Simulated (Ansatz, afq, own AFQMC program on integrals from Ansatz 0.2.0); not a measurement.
Integrals from Ansatz 0.2.0, then the random walk in our own AFQMC program (afq).

```yaml
crystal:
  periodic: [false, false, false]
  atoms:
    - {symbol: O, position_ang: [0.000000, -0.065318, 0.000000]}
    - {symbol: H, position_ang: [0.000000, 0.518410, -0.761550]}
    - {symbol: H, position_ang: [0.000000, 0.518410, 0.761550]}
basis:
  gaussian: {orbitals: 6-31G}
magnetization: {spin_polarized: false}
correlation: {method: ccsd_t, electrons: outside_noble_gas, hamiltonian_folder: ham}
```

```sh
$ ansatz run in.yaml --threads 1 --pin off --events-out ev --progress --plain --max-ram 1382MiB
```

afq runs on the folder ham with

```
--method phaseless --trial cisd --walkers 200 --populations 1 --least-time 40 --time-step 0.005 --steps-per-block 50 --equilibration-blocks 28 --max-blocks 300 --target-error 0.00034 --factor-cut 1e-05 --seed 6522 --release-times 0.24,0.51,0.99,1.62,2.4 --release-step 0.03 --release-every 4 --taylor-order 6
```

Times are imaginary, in 1/Eh. The walk had a cap of 213 s.

Log:

```
orbitals 12  electrons 4 4  factors 66 of 139
reference energy -75.98415309 Eh
CCSD correlation -0.13459458 Eh in 8 cycles, weight of the determinant in the CISD state 0.9572
energy of the start -76.118748 Eh
 block  time / (1/Eh)  mean weight  energy / Eh
     1     0.250  1.0002  -76.117587
     2     0.500  1.0000  -76.118591
     3     0.750  1.0005  -76.120167
     4     1.000  1.0003  -76.119547
     5     1.250  1.0004  -76.119903
     8     2.000  1.0002  -76.118824
    13     3.250  1.0002  -76.118910
    25     6.250  1.0005  -76.119112
    37     9.250  1.0004  -76.120527
    49    12.250  0.9995  -76.120070
    61    15.250  0.9992  -76.120443
    73    18.250  1.0002  -76.119155
    85    21.250  1.0014  -76.118629
    97    24.250  0.9995  -76.118065
   105    26.250  0.9999  -76.117906
   109    27.250  0.9996  -76.119327
   121    30.250  1.0002  -76.121079
   125    31.250  1.0009  -76.124674
   133    33.250  1.0001  -76.119756
   145    36.250  1.0008  -76.120637
   157    39.250  0.9999  -76.121000
   169    42.250  0.9999  -76.117906
   181    45.250  0.9998  -76.120344
   185    46.250  0.9998  -76.120585
blocks merged  error / Eh  count
     1  0.000149  160
     2  0.000161  80
     4  0.000172  40
     8  0.000193  20
    16  0.000211  10
released: time / (1/Eh)  energy / Eh  error  mean overlap
  0.24  -76.120543  0.000188  1.0015
  0.51  -76.120165  0.000122  1.0067
  0.99  -76.120142  0.000107  1.0091
  1.62  -76.120335  0.000121  1.0140
  2.40  -76.120493  0.000145  1.0019
energy -76.120294 +/- 0.000193 Eh
(rows thinned)
```

The run passed its tests (sampling time, drift between the halves within three errors, error under three times the target), which doesn't prove that it has relaxed.

Against this walk (error 5.3 meV) on the same determinant: CCSD(T) 15.1 meV higher, CCSDT(Q) 0.4 meV higher (within the noise), CCSDTQ 1.1 meV higher (within the noise), full CI 0.8 meV higher (within the noise). The error is statistical and leaves out the bias of the constraint. Released to 2.40 1/Eh the energy moves by -5 ± 7 meV (both errors), within twice the noise.

Cautions: constraint bias not in the error.

The walk took 2 min on 1 thread of Intel(R) Xeon(R) Processor @ 2.50GHz (Skylake/Cascade Lake), with other jobs on the host. The log's last line is the phaseless energy.

CCSDT and higher add their correlation energy to the determinant of the CCSD(T) run, since their own runs factorise the integrals more tightly (a shift of under 2 meV). A walk keeps the symmetry of its determinant, which the program's search chose and which needn't be the lowest solution, so a lower state of the same spin and another symmetry isn't excluded.
